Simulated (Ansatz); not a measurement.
Process, species as SMILES: ClC (CH3-Cl) → [CH2]Cl (CH2-Cl) + H atom
B3LYP-D3(BJ)/def2-TZVP geometries, fixed; electronic energies without zero-point terms.

Energies in hartree at MP2 with Ansatz (a program for electronic structure); the bond dissociation energy is their sum with the coefficients shown, times 627.509 kcal/mol a hartree. All functions are spherical. Cores are frozen. Open shells are unrestricted. No added dispersion term, no relativity.

```tsv
species	coefficient	part	cc-pV(D+d)Z	cc-pV(T+d)Z	cc-pV(Q+d)Z
CCl (CH3-Cl)	-1	Hartree-Fock	-499.11954	-499.14866	-499.15509
CCl (CH3-Cl)	-1	correlation	-0.28794	-0.37308	-0.40402
[CH2]Cl (CH2-Cl)	+1	Hartree-Fock	-498.48864	-498.51663	-498.52303
[CH2]Cl (CH2-Cl)	+1	correlation	-0.25770	-0.33711	-0.36623
H atom	+1	Hartree-Fock	-0.49928	-0.49981	-0.49995
```

Problem. Predict the bond dissociation energy in cc-pV(5+d)Z (X = 5): let each Hartree-Fock step shrink by the ratio of the last two, and fit each correlation energy at X = 3 and 4 to E + A/X^3. Compare with the run.

Solution. 
- CCl (CH3-Cl): steps -0.02912 and -0.00643, ratio 0.221, so Hartree-Fock -499.15651 (run: -499.15644); A = (-0.37308 - (-0.40402))/(1/27 - 1/64) = 1.4450, correlation -0.40402 - A/64 + A/125 = -0.41504 (run: -0.41649).
- [CH2]Cl (CH2-Cl): steps -0.02799 and -0.00640, ratio 0.229, so Hartree-Fock -498.52450 (run: -498.52436); A = (-0.33711 - (-0.36623))/(1/27 - 1/64) = 1.3600, correlation -0.36623 - A/64 + A/125 = -0.37660 (run: -0.37819).
- H atom: steps -0.00053 and -0.00014, ratio 0.264, so Hartree-Fock -0.49999 (run: -0.49999).
Predicted 106.97 kcal/mol; the run in cc-pV(5+d)Z gives 106.92, a miss of 0.04. Keeping the value in cc-pV(Q+d)Z, 106.61, would miss by -0.31. All sums are of the energies as printed.
